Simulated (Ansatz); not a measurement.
Born–Oppenheimer molecular dynamics of C2H5NS (9 atoms, charge 0, multiplicity 1). It starts from a relaxed structure.

Method: RKS PBE/6-31G* in Ansatz.

```
ensemble        : NVT, Langevin thermostat
time step       : 0.5 fs
steps asked     : 100
set temperature : 50 K
friction        : 0.02 /fs
seed            : 745296
```

First frame:

```xyz
9
Properties=species:S:1:pos:R:3
C 0.185 1.101 -0.358
N -0.434 -0.205 -0.166
C 0.093 -1.209 0.564
S -0.592 -2.701 0.803
H 1.171 1.010 -0.848
H 0.312 1.633 0.601
H -0.465 1.708 -1.004
H -1.339 -0.398 -0.600
H 1.068 -0.940 1.007
```

**Question.** How far do the bonds stretch over the last three quarters of this one trajectory? (Pairs bonded in most of those frames.)

**Answer.** 
```
 bond  mean (Å)  spread (Å)  shortest  longest
C1–N2     1.461       0.006      1.45     1.47
C1–H5     1.108       0.008      1.09     1.12
C1–H6     1.102       0.005      1.09     1.11
C1–H7     1.102       0.008      1.09     1.12
N2–C3     1.351       0.005      1.34     1.36
N2–H8     1.022       0.010      1.01     1.04
C3–S4     1.665       0.007      1.66     1.68
C3–H9     1.105       0.016      1.08     1.13
```

Mean temperature of the second half: 47 K. A run of 0.05 ps of so small a system gives no equilibrium averages.

Run time: 2.3 min on 1 thread of AMD EPYC 7R43 64-Core Processor (Zen 3), on a shared host, peak memory 0.11 GiB.
